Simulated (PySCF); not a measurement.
Computed properties of HN₂, SMILES [NH+]#N, charge +1

HN2, SMILES N#[NH+], charge +1. The structure is a stationary point at B3LYP-D3(BJ)/def2-TZVPD. The isomer is the one that the SMILES or the coordinates give; other isomers of the formula were not compared. One conformer was computed; it need not be the lowest. All values are computed for the isolated molecule unless a solvent is named; none is compared with measurement here.

**Structure.** The optimised structure has C∞v symmetry. All 4 harmonic modes at B3LYP-D3(BJ)/def2-TZVPD (PySCF) are real, so it is a minimum.

**Vibrations.** The strongest infrared lines (harmonic, unscaled, degenerate partners summed) lie at 3368 cm⁻¹ (666 km/mol, H 81 %, N 19 %), 719 cm⁻¹ (261 km/mol, H 75 %, N 25 %), 2386 cm⁻¹ (4 km/mol, N 84 %, H 16 %). The softest mode is at 719 cm⁻¹ and the zero-point energy is 10.3 kcal/mol.

**Electronic structure.** r2SCAN/def2-TZVPD (PySCF) places the frontier levels at -20.84 and -11.23 eV, a gap of 9.61 eV and a mean polarisability of 9.8 bohr³. PBE/def2-TZVPD (PySCF) at the same geometry gives -20.25 and -11.52 eV, so its gap is 0.88 eV narrower. An orbital gap is neither the optical nor the fundamental gap.

**Excitations.** TDDFT-B3LYP/def2-TZVPD (PySCF) has S1 at 9.52 eV (130 nm, f = 0.000, dark); the most intense of the 10 singlets computed lies at 15.55 eV (f = 0.79). Strengths of degenerate partners are summed. T1 (TDA) is at 7.62 eV. TDDFT-PBE/def2-TZVPD (PySCF) puts S1 at 9.90 eV. No vertical singlet excitation falls in the visible range (under 3.1 eV).

**NMR.** GIAO shifts at HF/pcSseg-2 (PySCF) (non-relativistic, atoms alike by connectivity averaged): ¹H at 9.7 ppm against TMS.

**Solvation.** SMD-ωB97X/def2-SVP (PySCF) gives -83.6 kcal/mol in water, -72.5 kcal/mol in dichloromethane, -79.8 kcal/mol in acetonitrile (1 M in both phases, gas-phase geometry); of these solvents water holds the molecule best.
